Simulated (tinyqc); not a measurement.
Inside a calculation. Method: UHF in the sto-3g basis, for CH2, spin multiplicity 3. Computed by tinyqc, a small Python program that keeps every step (integrals from PySCF). Settings: charge = 0, multiplicity = 3, basis = sto-3g, energy threshold = 1e-09, iteration cap = 63, orthogonalisation = symmetric, start = core, DIIS depth = 6, method = UHF. Command: `OMP_NUM_THREADS=1 python tinyqc.py 30043 30044 out.jsonl` (the two numbers bound the seeds that draw the settings). One thread of a shared host (Intel(R) Xeon(R) Processor @ 2.60GHz), about 0.1 s of CPU time with the checks.

Geometry (angstrom):
```
atom         x          y         z
C     0.000000   0.000000  0.000000
H     0.000000   0.909000  0.526000
H     0.000000  -0.909000  0.526000
```

Stop when the energy changes by less than 1e-09 hartree and every element of the error matrix X^T (F D S - S D F) X (for each spin) is below 9e-06.

Course of the cycle:
```
iteration   E (hartree)     change  largest element of the error matrix
1          -36.94013739          -                             3.69e-01
2          -38.42760017  -1.49e+00                             3.19e-02
3          -38.43305056  -5.45e-03                             9.99e-03
4          -38.43344232  -3.92e-04                             3.16e-03
5          -38.43350442  -6.21e-05                             5.52e-04
6          -38.43350731  -2.89e-06                             1.71e-04
7          -38.43350755  -2.42e-07                             1.90e-05
8          -38.43350755  -2.90e-09                             5.24e-06
9          -38.43350755  -1.57e-10                             3.97e-07
```

Can the last value be used, and what does the course show?

Yes. Converged in 9 iterations. PySCF UHF in the same basis, after a stability check = -38.43350755 hartree.
